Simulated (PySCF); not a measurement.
Species: C₄H₇N.
SMILES: `C/N=C\C=C`

Torsions of this conformer, `[CH2:1]=[CH:2]/[CH:3]=[N:4]\[CH3:5]`: C1–C2–C3–N4 180°.

The closed-shell ground state was solved at several levels (PySCF, density fitting, gas phase, non-relativistic). Geometry: PBE0-D3(BJ)/def2-SVP, one conformer, isolated molecule.

```json
{"level": "CAM-B3LYP/def2-SVPD", "basis functions": "156", "HOMO (eV)": "-8.48", "LUMO (eV)": "-0.37", "gap (eV)": "8.11", "dipole (D)": "2.31"}
{"level": "B3LYP/pcJ-1", "basis functions": "205", "HOMO (eV)": "-6.75", "LUMO (eV)": "-1.63", "gap (eV)": "5.12", "dipole (D)": "2.25"}
{"level": "PBE0/pcSseg-1", "basis functions": "120", "HOMO (eV)": "-7.01", "LUMO (eV)": "-1.43", "gap (eV)": "5.58", "dipole (D)": "2.28"}
```

Q: What might B3LYP/pcSseg-2 (278 basis functions) give for the same quantities?

A: HOMO -6.84 eV, LUMO -1.72 eV, gap 5.12 eV, dipole 2.27 D.

Q: How far do the dipole and the HOMO energy spread over the levels?

A: The dipole runs from 2.25 to 2.31 D (mean 2.28 D) and the HOMO from -8.48 to -6.75 eV.
